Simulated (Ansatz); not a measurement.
Molecule: hydrogen isocyanide, CHN, net charge 0, singlet state. 
Structure (B3LYP-D3(BJ)/def2-TZVP (Ansatz, a quantum-chemistry and plane-wave program) minimum search):
```
N
C 1 1.1640
H 1 0.9974 2 180.00
```
Charge 0, spin multiplicity 1.

Basis-set convergence of Hartree-Fock and MP2 correlation energies (hartree) with Ansatz. Valence correlation only, unless marked. Spin-orbit coupling is left out. Non-relativistic.

```
basis    functions      E(HF)  E(corr, MP2)
-------  ---------  ---------  ------------
cc-pVDZ         33  -92.86622      -0.27089
cc-pVTZ         74  -92.89264      -0.33204
cc-pVQZ        140  -92.89921      -0.35429
cc-pV5Z        237  -92.90059      -0.36310
```

Extrapolating the two largest sets (X = 4 and 5) as X^-3: E(corr) = (125·(-0.36310) - 64·(-0.35429))/61 = -0.3723 Eh, an estimate of the basis-set limit. The largest set recovers 97.5 % of it, the smallest 72.8 %.
